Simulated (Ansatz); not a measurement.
Born–Oppenheimer molecular dynamics of C$_{2}$H$_{8}$Si (11 atoms, charge 0, multiplicity 1). It starts at the highest image of a converged band. Of that band: Neighbouring images differ by up to 1.3 eV, so the band resolves the path poorly. A vibrational analysis at the climbing image gives one clearly imaginary mode, 932i cm⁻¹: a first-order saddle point.

Theory: UKS PBE0-D4/def2-SVP (Ansatz 0.2.0).

- ensemble: NVE (velocity Verlet)
- time step: 0.5 fs
- steps asked: 200
- starting velocities drawn for: 300 K
- seed: 3932

First frame:

```xyz
11
Properties=species:S:1:pos:R:3
Si 0.017 0.349 -0.765
C 1.312 0.759 0.568
C -0.845 -1.314 -0.427
H -1.042 1.489 -0.840
H -1.188 1.166 0.147
H 2.291 0.370 0.245
H 1.421 1.850 0.670
H 1.087 0.333 1.557
H -0.921 -1.572 0.640
H -0.278 -2.113 -0.929
H -1.854 -1.317 -0.866
```

Question: How far do the bonds stretch over the last three quarters of this one trajectory? (Pairs bonded in most of those frames.)

Answer: 
```
  bond  mean (Å)  spread (Å)  shortest  longest
Si1–C2     1.903       0.022      1.86     1.94
Si1–C3     1.904       0.022      1.85     1.94
Si1–H4     1.557       0.080      1.42     1.73
Si1–H5     1.553       0.071      1.43     1.74
 C2–H6     1.107       0.025      1.06     1.16
 C2–H7     1.106       0.022      1.06     1.15
 C2–H8     1.106       0.024      1.06     1.15
 C3–H9     1.111       0.016      1.08     1.15
C3–H10     1.108       0.021      1.07     1.15
C3–H11     1.108       0.019      1.07     1.15
```

Mean temperature of the second half: 1243 K. The conserved energy stayed within 0.24 meV per atom of its start (net change 0.041 meV per atom), so the integration is sound. The system heated up, since it started high on the potential surface and ran downhill. A run of 0.1 ps of so small a system gives no equilibrium averages. The orbitals stay closed-shell, which can raise the energy where a bond breaks towards radicals; this wasn't checked here.

The run took 7.7 min on 2 threads of Arm Neoverse V1, on a shared host, peak memory 0.22 GiB.
